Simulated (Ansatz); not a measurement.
# CHB (quintet): wave-function methods side by side, def2-QZVPP

One table from this session's results is given with a row withheld; the runs are named, their logs left out.

The runs use Ansatz 0.2.0, Gaussian basis; def2-QZVPP, core rule «outside noble gas», up to 2 orbitals frozen.

The runs, in order: UHF; ROHF; CCSD(T) on UHF.

2 further runs of the same task are left out: 2 set aside as unsound or not needed.

## The geometry

The geometry is a PBE0/def2-TZVP stationary point (not a proven minimum) of the parent state, kept for this charge and spin.

3 atoms, charge 0, spin multiplicity 5.

Atoms are counted from 1 here; the program's logs count them from 0.

Bond lengths: B1–C2 1.449 Å, B1–H3 1.179 Å. Angles: C2–B1–H3 180.0°.

The first run:

in.yaml reads:

```yaml
crystal:
  periodic: [false, false, false]
  atoms:
    - {symbol: B, position_ang: [0.000000, 0.000000, 0.090069]}
    - {symbol: C, position_ang: [0.000000, 0.000000, -1.358850]}
    - {symbol: H, position_ang: [0.000000, 0.000000, 1.268781]}
basis:
  gaussian: {orbitals: "def2-QZVPP.json"}
magnetization: {spin_polarized: true, initial_magnetization: 4}
hamiltonian: {xc: hf}
output: {orbitals: {seedname: orbitals}}
```

The run is started by

```bash
> ansatz run in.yaml --threads 1 --pin off --events-out ev --progress --plain --max-ram 2393MiB
```

Among the steps run: UHF; ROHF; CCSD(T) on UHF.

One table of the session follows, with a row left open; its other results are not shown here.

| method | from UCCSD(T) (meV) |
| --- | --- |
| ROHF | +5024.9 |
| UHF | +4900.7 |
| UMP2 | +844.6 |
| UCCSD | ? |
| UCCSD(T) | 0 |

Q: Estimate the row for UCCSD from the others.

**Answer.** from UCCSD(T) (meV): +163.9. In the column «from UCCSD(T) (meV)» it lies between UCCSD(T) (0) and UMP2 (+844.6).
